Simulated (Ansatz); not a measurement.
System: chalcopyrite CuGaSe2. Method: PBEsol (Ansatz, an electronic-structure program, plane waves, PAW).

Settings: plane-wave cutoff 500 eV, 10×10×10 k mesh, Fermi–Dirac smearing 0.05 eV, no spin polarisation, scalar-relativistic PAW data made under PBE.

Computed at the level's own relaxed cell.

Q: Give the computed equilibrium volume per atom, lattice constant a and lattice parameter c.

A: 
- equilibrium volume per atom: 21.48 Å³/atom
- lattice constant a: 5.571 Å
- lattice parameter c: 11.073 Å

Measured, for comparison: lattice constant a 5.619 Å (293 K, no zero-point or thermal correction, our sources range from 5.596 to 5.619; as tabulated in Souilah et al., J. Solid State Chem. 183, 2274 (2010), by the Crystallography …); lattice parameter c 11.026 Å (293 K, no zero-point or thermal correction; as tabulated in Souilah et al., J. Solid State Chem. 183, 2274 (2010), by the Crystallography …). Computed (rounded) less measured: lattice constant a -0.9 % (-0.4 % to -0.9 % over the range), lattice parameter c +0.4 %. A static lattice is as a rule a little smaller and stiffer than an uncorrected measurement, which narrows the difference in the lattice constant a and would widen misses of the other sign.

Computed values are for the static lattice.

Cost on a shared machine: very roughly 9 core-minutes.
